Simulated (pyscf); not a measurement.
PySCF, gas phase, ωB97X-D3(BJ)/def2-SVP geometries.

Q: PBE/def2-TZVP puts the barrier of H₂N–InH–F + H₂ → H₂N–InH₂ + HF (four-centre exchange; singlet surface; F–In, H–H broken, H–In, F–H formed) at 16.5 kcal/mol and the reaction energy at +13.5 kcal/mol, from the separated reactants. What do r²SCAN/def2-TZVP, M06-2X/def2-TZVP, ωB97M-D3(BJ)/def2-TZVP give on the same structures?

A: r²SCAN: ΔE‡ = 17.5 kcal/mol, ΔE = +14.9 kcal/mol; M06-2X: ΔE‡ = 21.3 kcal/mol, ΔE = +15.9 kcal/mol; ωB97M-D3(BJ): ΔE‡ = 20.2 kcal/mol, ΔE = +12.3 kcal/mol. PBE's barrier lies under all of them, by 1.0 to 4.9 kcal/mol. Its reaction energy lies among theirs. On the product side the descent ends in a complex, 5.3 kcal/mol under the separated species and 11.5 kcal/mol under the saddle at ωB97X-D3(BJ)/def2-TZVP. At the saddle there is also a short H–In contact that neither side keeps. This is the saddle that the search found; another between the same sides may lie lower. Elements past Kr carry the def2 core potentials, without spin-orbit coupling.
